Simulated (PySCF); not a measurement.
# SiH (SMILES [SiH]) at U-wB97X-V/ccECP-cc-pVDZ (core potential)

Aim: the vertical ionisation energy of SiH at U-wB97X-V/ccECP-cc-pVDZ (core potential), from 2 runs. Input form: a Python script.

Program for the calculation: PySCF 2.14.0.

8 further runs of the same task are left out: 8 set aside as unsound or not needed.

## Step 1: The molecule

The species is SiH (2 atoms), meant as a doublet with charge 0. SMILES: `[SiH]`. Geometry: relaxed at PBE0-D4/def2-TZVP.

Bond lengths: Si1–H2 1.532 Å.

## Step 2: The energy at U-wB97X-V/ccECP-cc-pVDZ (core potential)

The input, start.xyz:

```xyz
2
HSi
Si     0.000000     0.000000    -0.007580
H      0.000000     0.000000     1.524140
```

The input, calc.py:

```python
from pyscf import gto, dft

molecule = gto.Mole()
molecule.atom = 'start.xyz'
molecule.basis = 'ccecp-cc-pvdz'
molecule.ecp = {'Si': 'ccecp', 'H': 'ccecp'}
molecule.max_memory = 1860
molecule.verbose = 4
molecule.spin = 1
molecule.build()

mf = dft.UKS(molecule, xc='wb97x-v')
mf.nlcgrids.level = 1
mf.grids.level = 5
mf.conv_tol = 1e-10
mf.kernel()
if not mf.converged:
    mf = mf.newton().run(mf.mo_coeff, mf.mo_occ)

etot = mf.e_tot
print(f'total energy: {etot:.8f} hartree')
```

Run with:

```console
$ OMP_NUM_THREADS=1 python calc.py
```

The log of the run:

```text
PySCF version 2.14.0

[INPUT] num. atoms = 2
[INPUT] num. electrons = 5
[INPUT] charge = 0
[INPUT] spin (= nelec alpha-beta = 2S) = 1
[INPUT] symmetry False subgroup None
[INPUT] Mole.unit = angstrom
[INPUT] Symbol           X                Y                Z      unit          X                Y                Z       unit  Magmom
[INPUT]  1 Si     0.000000000000   0.000000000000  -0.007580000000 AA    0.000000000000   0.000000000000  -0.014324124024 Bohr   0.0
[INPUT]  2 H      0.000000000000   0.000000000000   1.524140000000 AA    0.000000000000   0.000000000000   2.880207175495 Bohr   0.0

nuclear repulsion = 1.38191630564333
number of shells = 8
number of NR pGTOs = 61
number of NR cGTOs = 18
basis = ccecp-cc-pvdz
ecp = {'Si': 'ccecp', 'H': 'ccecp'}

[... 43 lines left out ...]
[... the frontier-level lines of each cycle are left out ...]
[... 40 lines left out ...]
converged SCF energy = -4.36105019440735  <S^2> = 0.75403974  2S+1 = 2.0040357
total energy: -4.36105019 hartree
```

Run time: 5.7 s. Hardware: 1 thread of Arm Neoverse V1, shared host; peak memory 0.17 GiB.

## Step 3: The singlet cation at the same level

The input, calc.py:

```python
from pyscf import gto, dft

mol = gto.M(
    atom=[
    ('Si', (0.000000, 0.000000, -0.007580)),
    ('H', (-0.000000, -0.000000, 1.524140)),
],
    ecp='ccecp',
    max_memory=1860,
    basis='ccecp-cc-pvdz',
    verbose=3,
    charge=1,
)

mf = dft.RKS(mol)
mf.xc = 'wb97x-v'
mf.grids.level = 5
mf.nlcgrids.level = 1
mf.conv_tol = 1e-10
mf.kernel()
if not mf.converged:
    mf = mf.newton().run(mf.mo_coeff, mf.mo_occ)

e_tot = mf.e_tot
print('E(%s) = %.9f' % ('WB97X-V', e_tot))
```

Run with:

```console
$ OMP_NUM_THREADS=1 python calc.py
```

The log of the run:

```text
converged SCF energy = -4.06607530605561
E(WB97X-V) = -4.066075306
```

Run time: 4.5 s. Hardware: 1 thread of Arm Neoverse V1, shared host; peak memory 0.16 GiB.

## Step 4: What came out

Level: U-wB97X-V/ccECP-cc-pVDZ (core potential).

```
                                          quantity        value
                         doublet SiH: total energy  -4.36105 Eh
                        doublet SiH: dipole moment       0.28 D
   doublet SiH: HOMO energy (highest over α and β)     -7.56 eV
    doublet SiH: LUMO energy (lowest over α and β)     -1.02 eV
                                 doublet SiH: ⟨S²⟩        0.754
                      singlet cation: total energy  -4.06608 Eh
                       singlet cation: HOMO energy    -17.90 eV
                       singlet cation: LUMO energy     -8.46 eV
                     singlet cation: HOMO–LUMO gap      9.44 eV
vertical ionisation energy (to the singlet cation)     8.027 eV
```

What this shows: The vertical ionisation energy comes to 8.03 eV (185 kcal/mol). Only the singlet of the ionised species was computed; a triplet could lie lower.
